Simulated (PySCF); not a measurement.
# Core-level binding energies of `CS`

Compound: CH₄S.
Atom-mapped SMILES: `[CH3:1][SH:2]`

Geometry (PBE0-D3(BJ)/def2-TZVP, Å), atoms numbered from 1 in this order:
```xyz
6
CH4S angstrom
C     -0.501   -0.022    0.013
S      1.118    0.773   -0.068
H     -0.666   -0.500    0.977
H     -1.237    0.773   -0.111
H     -0.632   -0.743   -0.793
H      1.857   -0.340    0.052
```

Computed with delta-SCF UKS SCAN, pcX-3 on the ionised atom, pcseg-2 elsewhere, spin-free X2C (PySCF). These are vertical core ionisation energies against the vacuum level, from separate self-consistent calculations with and without the core hole.

Q: Give the core binding energies atom by atom.

A: 
```tsv
atom(s)	bonded to	level	binding energy (eV)	count
S2	C and H	S 1s	2477.50	1
C1	S and 3 H	C 1s	291.49	1
```

Q: Which photon energy gives electrons from C 1s of C1 a kinetic energy of 200 eV, and what is their de Broglie wavelength?

A: hν = 291.49 + 200 = 491.49 eV, recoil neglected; λ = 12.264 Å/√(E/eV) = 0.87 Å.

Q: Which effective nuclear charge Zeff reproduces each element's mean 1s value in the hydrogen-like formula E = 13.606 eV × Zeff²?

A: C (Z = 6): mean 291.5 eV, Zeff = 4.63, Z − Zeff = 1.37; S (Z = 16): mean 2477.5 eV, Zeff = 13.49, Z − Zeff = 2.51. Means run over the listed sites, weighted by atom count.

Not every level is listed. Geometry: PBE0-D3(BJ)/def2-TZVP; no solvent, vibrations or thermal averaging.

The run took 22 s of wall time on one thread, Arm Neoverse N1 (aarch64), shared host, and the process peaked at 0.54 GiB of memory.
